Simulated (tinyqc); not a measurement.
Orbital energy against energy difference: ionisation energy by orbital energies and by energy differences in the cc-pvdz basis, for LiH, spin multiplicity 1. Computed by the program tinyqc with PySCF. The cation is unrestricted; errors are against CCSD(T) in this basis, not against experiment.

Geometry (angstrom):
```
atom       x       y       z
Li    0.0000  0.0000  0.0000
H     0.0000  0.0000  1.5160
```

CCSD(T) difference in the same basis = 7.9625 eV

IP-EOM-CCSD = 7.9626 eV

First vertical ionisation energy (eV):
```
method     -e(HOMO)  E(cation) - E  error of -e(HOMO)  error of the difference
HF           8.2943       7.120867             0.3318                  -0.8416
LDA          4.4338       8.321561            -3.5287                   0.3591
PBE          4.4170       8.157606            -3.5455                   0.1951
B3LYP        5.3752       8.396055            -2.5873                   0.4336
PBE0         5.5095       8.116972            -2.4529                   0.1545
CAM-B3LYP    6.9306       8.382285            -1.0319                   0.4198
LC-wPBE      8.2430       8.197508             0.2805                   0.2350
```

What does the comparison show, and why?

Koopmans errs by +0.33 eV and Delta-HF by -0.84 eV: relaxation, 1.17 eV, lowers the value and the missing correlation difference works against it. The PBE level is off by -3.5 eV through the wrong tail of its potential, though its energy difference is off by +0.20 eV; exact exchange deepens the level, and among the orbital energies LC-wPBE comes closest; among the differences PBE0 does.
